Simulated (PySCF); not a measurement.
# SiBH5: a look at the electrons, part 2 of 3

Aim: take SiBH5 and analyse its density (charges, bond critical points, surface potential), compute its lowest excited states and measure its response to a uniform field.

PySCF 2.14.0; Gaussian basis, gas phase.

## Step 4: Excited states (B3LYP/def2-tzvp)

input.py reads:

```python
import numpy as np
from pyscf import gto, scf, dft, tdscf
from pyscf.scf import atom_ks, atom_hf
from scipy.linalg import block_diag

def solve(mol, dm0=None, hcore=None):
    mf = (dft.UKS if mol.spin else dft.RKS)(mol, xc='b3lyp')
    mf.grids.level = 3
    mf = mf.density_fit(auxbasis='def2-universal-jkfit')
    mf.conv_tol, mf.max_cycle = 1e-8, 80
    if hcore is not None:
        mf.get_hcore = lambda *args: hcore
    mf.kernel(dm0)
    if not mf.converged:
        mf = mf.newton().run(mf.mo_coeff, mf.mo_occ, max_cycle=30)
    assert mf.converged, 'SCF not converged'
    return mf

mol = gto.M(atom='''
B     -1.40863    -0.00557     0.00017
Si     0.54732    -0.00191     0.00013
H     -2.03359    -0.99505    -0.00026
H     -2.01487     0.99596     0.00033
H      1.11858     0.69910     1.16223
H      1.11644     0.67781    -1.17668
H      1.19415    -1.32320     0.01172
''', basis='def2-tzvp', charge=0, spin=0, verbose=4)
mf = solve(mol)
td = mf.TDA()
td.nstates, td.singlet, td.conv_tol = 4, True, 1e-5
td.kernel()
td.analyze()
x, y = np.array([p[0] for p in td.xy]), np.array([p[1] + 0 * p[0] for p in td.xy])
f, mu = td.oscillator_strength(), td.transition_dipole()
nto = [td.get_nto(state=i + 1, verbose=4) for i in range(len(td.e))]
# spherically averaged free atoms, for the promolecule
atm = atom_ks.get_atm_nrks(mol, xc='b3lyp')
pro = block_diag(*[(atm[a[0]][2] * atm[a[0]][3]) @ atm[a[0]][2].T for a in mol._atom])
np.savez('result.npz', e=td.e, f=f, ok=td.converged, w=[n[0] for n in nto], nto=[n[1] for n in nto], x=x, y=y, c=mf.mo_coeff, occ=mf.mo_occ, eps=mf.mo_energy, pro=pro, mu=mu)
```

Command:

```console
$ OMP_NUM_THREADS=1 python input.py
```

The program printed:

```text
[ENV] PYSCF_TMPDIR <dir>
[ENV] PYSCF_MAX_MEMORY 1375
[INPUT] verbose = 4
[INPUT] num. atoms = 7
[INPUT] num. electrons = 24
[INPUT] charge = 0
[INPUT] spin (= nelec alpha-beta = 2S) = 0
[INPUT] symmetry False subgroup None
[INPUT] Mole.unit = angstrom
[INPUT] Symbol           X                Y                Z      unit          X                Y                Z       unit  Magmom
[INPUT]  1 B     -1.408630000000  -0.005570000000   0.000170000000 AA   -2.661924910846  -0.010525774514   0.000321253441 Bohr   0.0
[INPUT]  2 Si     0.547320000000  -0.001910000000   0.000130000000 AA    1.034284902497  -0.003609376898   0.000245664396 Bohr   0.0
[INPUT]  3 H     -2.033590000000  -0.995050000000  -0.000260000000 AA   -3.842928149654  -1.880371980248  -0.000491328792 Bohr   0.0
[INPUT]  4 H     -2.014870000000   0.995960000000   0.000330000000 AA   -3.807552476602   1.882091631022   0.000623609621 Bohr   0.0
[INPUT]  5 H      1.118580000000   0.699100000000   1.162230000000 AA    2.113809848416   1.321107533683   2.196296393753 Bohr   0.0
[INPUT]  6 H      1.116440000000   0.677810000000  -1.176680000000 AA    2.109765834509   1.280875264491  -2.223602936253 Bohr   0.0
[INPUT]  7 H      1.194150000000  -1.323200000000   0.011720000000 AA    2.256616451649  -2.500485608024   0.022147590180 Bohr   0.0

nuclear repulsion = 48.5193547657866
number of shells = 44
number of NR pGTOs = 149
number of NR cGTOs = 98
basis = def2-tzvp
ecp = {}

******** <class 'pyscf.df.df_jk.DFRKS'> ********
method = DFRKS
initial guess = minao
damping factor = 0
level_shift factor = 0
DIIS = <class 'pyscf.scf.diis.CDIIS'>
diis_start_cycle = 1
diis_space = 8
diis_damp = 0
SCF conv_tol = 1e-08
SCF conv_tol_grad = None
SCF max_cycles = 80
direct_scf = False
XC library pyscf.dft.libxc version 7.0.0
    S. Lehtola, C. Steigemann, M. J.T. Oliveira, and M. A.L. Marques.,  SoftwareX 7, 1–5 (2018)
XC functionals = b3lyp
    P. J. Stephens, F. J. Devlin, C. F. Chabalowski, and M. J. Frisch.,  J. Phys. Chem. 98, 11623 (1994)
radial grids:
    Treutler-Ahlrichs [JCP 102, 346 (1995); DOI:10.1063/1.469408] (M4) radial grids

becke partition: Becke, JCP 88, 2547 (1988); DOI:10.1063/1.454033
pruning grids: <function nwchem_prune at 0xe41502997600>
grids dens level: 3
symmetrized grids: False
atomic radii adjust function: <function treutler_atomic_radii_adjust at 0xe415029cc540>
small_rho_cutoff = 0
Set gradient conv threshold to 0.0001
Initial guess from minao.
tot grids = 82272
******** <class 'pyscf.df.df.DF'> ********
auxbasis = def2-universal-jkfit
init E= -317.125722146013
  HOMO = -0.333307026762848  LUMO = -0.15538381798128  gap/eV = 4.84154
cycle= 1 E= -317.335501039132  delta_E= -0.21  |g|= 0.142  |ddm|= 1.73
  HOMO = -0.299338170190726  LUMO = -0.0909104838344437  gap/eV = 5.67161
cycle= 2 E= -317.340581687612  delta_E= -0.00508  |g|= 0.0578  |ddm|= 0.215
  HOMO = -0.316261355240261  LUMO = -0.107081875372614  gap/eV = 5.69206
cycle= 3 E= -317.34144339523  delta_E= -0.000862  |g|= 0.0166  |ddm|= 0.0677
  HOMO = -0.313741015863792  LUMO = -0.103389826352361  gap/eV = 5.72395
cycle= 4 E= -317.341532711643  delta_E= -8.93e-05  |g|= 0.00456  |ddm|= 0.0181
  HOMO = -0.314339892582847  LUMO = -0.10405404940823  gap/eV = 5.72217
cycle= 5 E= -317.341540525851  delta_E= -7.81e-06  |g|= 0.000443  |ddm|= 0.00458
  HOMO = -0.314195872561125  LUMO = -0.103940193557172  gap/eV = 5.72135
cycle= 6 E= -317.341540598715  delta_E= -7.29e-08  |g|= 0.000113  |ddm|= 0.000563
  HOMO = -0.31421629839217  LUMO = -0.103950355091349  gap/eV = 5.72163
cycle= 7 E= -317.341540602639  delta_E= -3.92e-09  |g|= 1.78e-05  |ddm|= 0.000138
  HOMO = -0.314213052718072  LUMO = -0.103948834603637  gap/eV = 5.72158
Extra cycle  E= -317.341540602704  delta_E= -6.47e-11  |g|= 1.03e-05  |ddm|= 2.57e-05
converged SCF energy = -317.341540602704

******** <class 'pyscf.tdscf.rks.TDA'> for <class 'pyscf.df.df_jk.DFRKS'> ********
nstates = 4 singlet
deg_eia_thresh = 1.000e-03
wfnsym = None
conv_tol = 1e-05
eigh lindep = 1e-12
eigh level_shift = 0
eigh max_cycle = 100

Excitation energies (eV)
[4.39394108 5.07259652 6.05835702 6.11150687]

** Singlet excitation energies and oscillator strengths **
Excited State   1:      4.39394 eV    282.17 nm  f=0.0051
      12 -> 13       -0.69622
Excited State   2:      5.07260 eV    244.42 nm  f=0.0038
       9 -> 13       -0.18509
      11 -> 13        0.67641
Excited State   3:      6.05836 eV    204.65 nm  f=0.0033
       9 -> 13        0.68051
      11 -> 13        0.18165
Excited State   4:      6.11151 eV    202.87 nm  f=0.0905
      10 -> 13        0.69328

** Transition electric dipole moments (AU) **
state          X           Y           Z        Dip. S.      Osc.
  1        -0.0003      0.0003     -0.2176      0.0473      0.0051
  2         0.0005     -0.0042     -0.1754      0.0308      0.0038
  3         0.0066     -0.0017     -0.1486      0.0221      0.0033
  4        -0.7427     -0.2305      0.0062      0.6047      0.0905

** Transition velocity dipole moments (imaginary part, AU) **
state          X           Y           Z        Dip. S.      Osc.
  1         0.0000     -0.0000      0.0428      0.0018      0.0076
  2         0.0000     -0.0000      0.0020      0.0000      0.0000
  3         0.0007     -0.0000     -0.0043      0.0000      0.0001
  4        -0.0758     -0.0077      0.0002      0.0058      0.0172

** Transition magnetic dipole moments (imaginary part, AU) **
state          X           Y           Z
  1        -0.0383     -1.0158     -0.0003
  2         0.7420     -0.0099     -0.0013
  3        -1.0211      0.0568     -0.0016
  4        -0.0084     -0.0028     -0.1286
State 1: 4.39394 eV  NTO largest component 0.9926518444246175
    occ-NTO: 0.990512 (MO #12)
    vir-NTO: 0.997806 (MO #13)
State 2: 5.0726 eV  NTO largest component 0.9961955375346435
    occ-NTO: 0.959054 (MO #11)
    vir-NTO: 0.999192 (MO #13)
State 3: 6.05836 eV  NTO largest component 0.9958223109220322
    occ-NTO: 0.965414 (MO #9)
    vir-NTO: 0.999126 (MO #13)
State 4: 6.11151 eV  NTO largest component 0.9662001066016802
    occ-NTO: 0.999958 (MO #10)
    vir-NTO: 0.997494 (MO #13)
Spherically averaged atomic KS for {'Si', 'B', 'H'}

******** <class 'pyscf.scf.atom_ks.AtomSphAverageRKS'> ********
method = AtomSphAverageRKS
initial guess = vsap
damping factor = 0
level_shift factor = 0
diis_start_cycle = 1
diis_space = 12
SCF conv_tol = 1e-09
SCF conv_tol_grad = None
SCF max_cycles = 50
direct_scf = True
direct_scf_tol = 1e-13
XC library pyscf.dft.libxc version 7.0.0
    S. Lehtola, C. Steigemann, M. J.T. Oliveira, and M. A.L. Marques.,  SoftwareX 7, 1–5 (2018)
XC functionals = b3lyp
    P. J. Stephens, F. J. Devlin, C. F. Chabalowski, and M. J. Frisch.,  J. Phys. Chem. 98, 11623 (1994)
radial grids:
    Treutler-Ahlrichs [JCP 102, 346 (1995); DOI:10.1063/1.469408] (M4) radial grids

becke partition: Becke, JCP 88, 2547 (1988); DOI:10.1063/1.454033
pruning grids: <function nwchem_prune at 0xe41502997600>
grids dens level: 3
symmetrized grids: False
atomic radii adjust function: <function treutler_atomic_radii_adjust at 0xe415029cc540>
User specified grid scheme (100, 434)
small_rho_cutoff = 0
Set gradient conv threshold to 3.16228e-05
tot grids = 24752
init E= 23.9028809326162
cycle= 1 E= 23.9000162694886  delta_E= -0.00286  |g|=    0  |ddm|= 0.0602
cycle= 2 E= 23.8999424485412  delta_E= -7.38e-05  |g|=    0  |ddm|= 0.0292
cycle= 3 E= 23.8999260838208  delta_E= -1.64e-05  |g|=    0  |ddm|= 0.0136
cycle= 4 E= 23.8999207574922  delta_E= -5.33e-06  |g|=    0  |ddm|= 0.00693
cycle= 5 E= 23.8999198656839  delta_E= -8.92e-07  |g|=    0  |ddm|= 0.00323
cycle= 6 E= 23.8999195723487  delta_E= -2.93e-07  |g|=    0  |ddm|= 0.00162
cycle= 7 E= 23.8999195244431  delta_E= -4.79e-08  |g|=    0  |ddm|= 0.000749
cycle= 8 E= 23.8999195086909  delta_E= -1.58e-08  |g|=    0  |ddm|= 0.000374
cycle= 9 E= 23.8999195061181  delta_E= -2.57e-09  |g|=    0  |ddm|= 0.000174
cycle= 10 E= 23.8999195051023  delta_E= -1.02e-09  |g|=    0  |ddm|= 5.14e-05
cycle= 11 E= 23.8999195050804  delta_E= -2.19e-11  |g|=    0  |ddm|= 6.42e-06
Extra cycle  E= 23.8999195050788  delta_E= -1.62e-12  |g|=    0  |ddm|= 4.31e-06
Atomic HF for atom  B  converged. SCF energy = 23.8999195050788

******** <class 'pyscf.scf.atom_ks.AtomSphAverageRKS'> ********
method = AtomSphAverageRKS
initial guess = vsap
damping factor = 0
level_shift factor = 0
diis_start_cycle = 1
diis_space = 12
SCF conv_tol = 1e-09
SCF conv_tol_grad = None
SCF max_cycles = 50
direct_scf = True
direct_scf_tol = 1e-13
XC library pyscf.dft.libxc version 7.0.0
    S. Lehtola, C. Steigemann, M. J.T. Oliveira, and M. A.L. Marques.,  SoftwareX 7, 1–5 (2018)
XC functionals = b3lyp
    P. J. Stephens, F. J. Devlin, C. F. Chabalowski, and M. J. Frisch.,  J. Phys. Chem. 98, 11623 (1994)
radial grids:
    Treutler-Ahlrichs [JCP 102, 346 (1995); DOI:10.1063/1.469408] (M4) radial grids

becke partition: Becke, JCP 88, 2547 (1988); DOI:10.1063/1.454033
pruning grids: <function nwchem_prune at 0xe41502997600>
grids dens level: 3
symmetrized grids: False
atomic radii adjust function: <function treutler_atomic_radii_adjust at 0xe415029cc540>
User specified grid scheme (100, 434)
small_rho_cutoff = 0
Set gradient conv threshold to 3.16228e-05
tot grids = 24008
init E= -240.804376510828
cycle= 1 E= -240.808541920223  delta_E= -0.00417  |g|=    0  |ddm|= 0.206
cycle= 2 E= -240.809108385098  delta_E= -0.000566  |g|=    0  |ddm|= 0.116
cycle= 3 E= -240.809371444792  delta_E= -0.000263  |g|=    0  |ddm|= 0.0584
cycle= 4 E= -240.809395795482  delta_E= -2.44e-05  |g|=    0  |ddm|= 0.0252
cycle= 5 E= -240.809407344587  delta_E= -1.15e-05  |g|=    0  |ddm|= 0.0127
cycle= 6 E= -240.80940836137  delta_E= -1.02e-06  |g|=    0  |ddm|= 0.00522
cycle= 7 E= -240.809408843795  delta_E= -4.82e-07  |g|=    0  |ddm|= 0.00261
cycle= 8 E= -240.809408886191  delta_E= -4.24e-08  |g|=    0  |ddm|= 0.00107
cycle= 9 E= -240.809408906303  delta_E= -2.01e-08  |g|=    0  |ddm|= 0.000534
cycle= 10 E= -240.809408908072  delta_E= -1.77e-09  |g|=    0  |ddm|= 0.000218
cycle= 11 E= -240.809408908998  delta_E= -9.26e-10  |g|=    0  |ddm|= 6.78e-05
Extra cycle  E= -240.809408909015  delta_E= -1.68e-11  |g|=    0  |ddm|= 2.11e-05
Atomic HF for atom  Si  converged. SCF energy = -240.809408909015

******** <class 'pyscf.scf.atom_ks.AtomSphAverageRKS'> ********
method = AtomSphAverageRKS
initial guess = vsap
damping factor = 0
level_shift factor = 0
diis_start_cycle = 1
diis_space = 12
SCF conv_tol = 1e-09
SCF conv_tol_grad = None
SCF max_cycles = 50
direct_scf = True
direct_scf_tol = 1e-13
XC library pyscf.dft.libxc version 7.0.0
    S. Lehtola, C. Steigemann, M. J.T. Oliveira, and M. A.L. Marques.,  SoftwareX 7, 1–5 (2018)
XC functionals = b3lyp
    P. J. Stephens, F. J. Devlin, C. F. Chabalowski, and M. J. Frisch.,  J. Phys. Chem. 98, 11623 (1994)
radial grids:
    Treutler-Ahlrichs [JCP 102, 346 (1995); DOI:10.1063/1.469408] (M4) radial grids

becke partition: Becke, JCP 88, 2547 (1988); DOI:10.1063/1.454033
pruning grids: <function nwchem_prune at 0xe41502997600>
grids dens level: 3
symmetrized grids: False
atomic radii adjust function: <function treutler_atomic_radii_adjust at 0xe415029cc540>
User specified grid scheme (100, 434)
small_rho_cutoff = 0
Set gradient conv threshold to 3.16228e-05
tot grids = 26240
init E= 48.0837906382056
cycle= 1 E= 48.0721023291745  delta_E= -0.0117  |g|=    0  |ddm|= 0.295
cycle= 2 E= 48.0719001065437  delta_E= -0.000202  |g|=    0  |ddm|= 0.0348
cycle= 3 E= 48.0718960869945  delta_E= -4.02e-06  |g|=    0  |ddm|= 0.00499
cycle= 4 E= 48.0718960082215  delta_E= -7.88e-08  |g|=    0  |ddm|= 0.000696
cycle= 5 E= 48.0718960066746  delta_E= -1.55e-09  |g|=    0  |ddm|= 9.76e-05
cycle= 6 E= 48.0718960066493  delta_E= -2.54e-11  |g|=    0  |ddm|= 6.89e-06
Extra cycle  E= 48.0718960066438  delta_E= -5.5e-12  |g|=    0  |ddm|= 5.82e-06
Atomic HF for atom  H  converged. SCF energy = 48.0718960066438
```

Wall time 50 s (1 thread of Arm Neoverse V2, shared host); peak memory 0.51 GiB.

## Step 5: Post-processing

TDA singlet states:

| state | energy (eV) | f | leading pair's weight |
| --- | --- | --- | --- |
| S1 | 4.39 | 0.005 | 0.99 |
| S2 | 5.07 | 0.004 | 1.00 |
| S3 | 6.06 | 0.003 | 1.00 |
| S4 | 6.11 | 0.090 | 0.97 |

Natural transition orbitals.

By state:
- S₁: 4.39 eV (282 nm), f = 0.005; the leading pair carries 99 %; hole on B1 (38 %), Si2 (34 %) and H4 (9 %), electron on B1 (62 %), Si2 (16 %) and H3 (8 %); their centroids lie 0.6 Å apart.
- S₂: 5.07 eV (244 nm), f = 0.004; the leading pair carries 100 %; hole on Si2 (23 %), B1 (20 %) and H7 (20 %), electron on B1 (61 %), Si2 (18 %) and H3 (8 %); their centroids lie 0.9 Å apart.
- S₃: 6.06 eV (205 nm), f = 0.003; the leading pair carries 100 %; hole on B1 (26 %), Si2 (24 %) and H7 (15 %), electron on B1 (61 %), Si2 (18 %) and H3 (8 %); their centroids lie 0.7 Å apart.

S₄ at 6.11 eV (f = 0.090).

Unrelaxed difference density.

0.72 e is displaced in all, of which about 0.4 e passes between atoms: H7 (0.15 e) and Si2 (0.07 e) lose electrons and B1 (0.35 e) gain them. The state: 6.06 eV (205 nm), f = 0.003; the leading pair carries 100 %; hole on B1 (26 %), Si2 (24 %) and H7 (15 %), electron on B1 (61 %), Si2 (18 %) and H3 (8 %); their centroids lie 0.7 Å apart.

(Continued in part 3 of 3.)
